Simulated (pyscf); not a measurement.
Optimised with ωB97X-D3(BJ)/def2-SVP in PySCF.

Problem. CH₄ (SMILES C) + SiH₃• (SMILES [SiH3]) → H₃C–SiH₃ (SMILES C[SiH3]) + H• (SMILES [H])
Surface: doublet. Broken: C–H. Formed: C–Si. Give ΔE‡ and ΔE from r²SCAN/def2-TZVP, relative to the separated reactants.

Solution. ΔE‡ = 177.9 kJ/mol, ΔE = +90.9 kJ/mol. CCSD(T)/def2-TZVPP + ΔMP2(QZVPP) gives 202.4 kJ/mol and +82.6 kJ/mol. Zero-point energy shifts the barrier by -7.8 kJ/mol. It is a substitution at C, with an imaginary mode of 1494i cm⁻¹. The same reactants have a lower exit, to SiH₄ + CH₃• (barrier +98.1 kJ/mol at ωB97M-D3(BJ), against +194.8 kJ/mol here). This is the saddle that the search found; another between the same sides may lie lower. The angle at the attacked C is 180°. The CCSD(T) − MP2 part came from Ansatz, without density fitting, on the same reference.
